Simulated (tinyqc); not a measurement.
Inside a calculation. Method: ROHF in the sto-3g basis, for CH2, spin multiplicity 3. One step of it, computed by the program tinyqc.

Problem. Iteration 2: DIIS coefficients. Solve [B -1; -1 0][c; lambda] = [0; -1] for the coefficients, which sum to one.

B (overlaps of the stored error matrices):
```
[[2.4906765e+00, -2.5275062e-01],
 [-2.5275062e-01, 1.5534476e-01]]
```

Give: DIIS coefficients.

Solution.

DIIS coefficients: [0.1295, 0.8705]
